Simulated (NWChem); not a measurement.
## Total energies of H4Si

```xyz
5

Si     0.0000     0.0000     0.0000
H      1.2187     0.0000     0.8618
H     -1.2187     0.0000     0.8618
H      0.0000    -1.2187    -0.8618
H      0.0000     1.2187    -0.8618
```
Charge 0, spin multiplicity 1.

Program: NWChem. All single points use one geometry, from PBE0/def2-SVP, a minimum by its harmonic frequencies.

Basis set: cc-pVTZ (90 functions).

```csv
method,total energy (Ha),relative cost
RHF,-291.26027,1
MP2,-291.40344,under 3
B2PLYP,-291.76135,under 3
PBE,-291.72300,under 3
B3LYP,-291.91820,under 3
BLYP,-291.87561,under 3
CCSD(T),-291.43721,30
```

Total energies of different functionals aren't comparable as a measure of quality: only differences taken within one method are. The cost column gives rough processor time relative to RHF; each entry includes its own SCF.

The correlated methods keep 5 core orbitals frozen. B3LYP has NWChem's definition, with VWN1-RPA local correlation. The structure started from a generated list of species. Coupled-cluster values serve here as a point of comparison, not as the truth.
